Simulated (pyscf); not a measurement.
Optimised with ωB97X-D3(BJ)/def2-SVP in PySCF.

Task: How much does it cost (ΔH, 298 K, ωB97M-D3(BJ)/def2-TZVP) to split H₂N–Sn(NH₂)(NH₂)–Cl at its Cl–Sn bond into H₂N–Sn•(NH₂)–NH₂ + Cl•?

Result: Cl–Sn to H₂N–Sn•(NH₂)–NH₂ + Cl•: 384.1 kJ/mol. The 7 functionals that were run give +359.8 (B3LYP-D3(BJ)) to +407.3 kJ/mol (ωB97X-D3(BJ)). Other isomers of H₂N–Sn•(NH₂)–NH₂ were not searched in full and may lie lower. Left out: the spin-orbit lowering of Cl. Elements past Kr carry the def2 core potentials, without spin-orbit coupling.
